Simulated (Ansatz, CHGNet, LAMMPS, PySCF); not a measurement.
# Equilibrium lattice constant a of 3C-SiC: levels of theory against measurement

Reference value: 4.346 Å (measured, static lattice: zero-point anharmonic expansion removed, our sources range from 4.341 to 4.348; as tabulated in Mejia-Rodriguez and Trickey (2018), arXiv:1807.09216).

```json
[
 {"level (code)": "Tersoff SiC_Erhart-Albe.tersoff (LAMMPS)", "value (Å)": "4.359"},
 {"level (code)": "CHGNet 0.3.0", "value (Å)": "4.378"},
 {"level (code)": "LDA (Ansatz)", "value (Å)": "(withheld)"},
 {"level (code)": "PBE (Ansatz)", "value (Å)": "4.380"},
 {"level (code)": "r²SCAN+rVV10 (Ansatz)", "value (Å)": "4.352"},
 {"level (code)": "Hartree–Fock (Ansatz)", "value (Å)": "(withheld)"},
 {"level (code)": "MP2 (PySCF)", "value (Å)": "4.347 ± 0.02"}
]
```

Problem. Complete the blanks.

Solution. 
- LDA (Ansatz, a quantum-chemistry and plane-wave program), value (Å): 4.329
- Hartree–Fock (Ansatz), value (Å): 4.366

Errors against the reference: Tersoff SiC_Erhart-Albe.tersoff +0.30 %, CHGNet 0.3.0 +0.74 %, LDA -0.39 %, PBE +0.78 %, r²SCAN+rVV10 +0.14 %, Hartree–Fock +0.46 %, MP2 +0.02 %.

Once the reference is moved by up to 0.12 % (a margin picked here for doubts on the reference and the settings) and values within 0.10 % count as equal, the nearest can be MP2 (+0.02 %) or r²SCAN+rVV10 (+0.14 %). By the same margin the farthest can be PBE (+0.78 %) or CHGNet 0.3.0 (+0.74 %). Within 2 %: Tersoff SiC_Erhart-Albe.tersoff, CHGNet 0.3.0, LDA, PBE, r²SCAN+rVV10, Hartree–Fock, MP2.

A ± on a computed value is a rough bar: the spread of its extrapolation, a floor set from checks against published values, or a statistical error. Cutoffs and k meshes differ between the levels. Ansatz's density-functional and Hartree–Fock values are scalar-relativistic unless marked +SOC, with PAW data made under PBE.

Empirical potentials (Tersoff SiC_Erhart-Albe.tersoff) are fitted to chosen data: where that held the value shown, agreement is built in, and what lay outside the fit can be far off. Machine-learned potentials (CHGNet 0.3.0) are trained on DFT data: a solid inside that data is no test of them.

Differences are worked out from the printed values.
